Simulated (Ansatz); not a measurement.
# FHSi: the cost of one run

The runs use Ansatz 0.2.0, Gaussian basis; def2-QZVPP, core rule «outside noble gas», up to 6 orbitals frozen.

The runs, in order: UHF; ROHF; CCSD(T) on UHF.

2 further runs of the same task are left out: 2 set aside as unsound or not needed.

## (1) The system

The geometry is a PBE0/def2-TZVP stationary point (not a proven minimum) of the parent state, kept for this charge and spin.

3 atoms, charge 1, spin multiplicity 4.

Atoms are counted from 1 here; the program's logs count them from 0.

Bond lengths: Si1–F2 1.606 Å, Si1–H3 1.493 Å. Angles: F2–Si1–H3 114.0°.

## (2) UHF

Contents of in.yaml:

```yaml
crystal:
  periodic: [false, false, false]
  atoms:
    - {symbol: Si, position_ang: [0.000000, -0.099697, 0.614355]}
    - {symbol: F, position_ang: [0.000000, 0.084478, -0.981128]}
    - {symbol: H, position_ang: [0.000000, 1.185681, 1.374490]}
basis:
  gaussian: {orbitals: "def2-QZVPP.json"}
total_charge: 1
magnetization: {spin_polarized: true, initial_magnetization: 3}
hamiltonian: {xc: hf}
output: {orbitals: {seedname: orbitals}}
```

Command:

```
$ ansatz run in.yaml --threads 1 --pin off --events-out ev --progress --plain --max-ram 2393MiB
```

What time and memory should one allow on 1 thread of Arm Neoverse V1, shared host?

About 13 s, with a peak of 0.29 GiB.
